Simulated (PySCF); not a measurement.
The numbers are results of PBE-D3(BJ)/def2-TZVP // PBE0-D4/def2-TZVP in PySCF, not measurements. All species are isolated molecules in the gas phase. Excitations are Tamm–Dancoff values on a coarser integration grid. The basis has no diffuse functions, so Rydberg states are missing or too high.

Reference species (SMILES): `ClC(Cl)(Cl)Cl` (neutral, multiplicity 1).

```yaml
S1 excitation (TDA): 5.22 eV
LUMO: -2.52 eV
dipole_moment: 0.00 D
S1 oscillator strength: 0.000
```

After one change: the S1 excitation (TDA) rises by 1.91 eV; the LUMO rises by 2.29 eV; the dipole moment goes up by 1.84 D; the S1 oscillator strength is nearly the same.

Question: Which change was made? The new species is one of these.
A. `CCl`
B. `ClC(Cl)Cl`
C. `ClCCl`

Answer: A, `CCl`
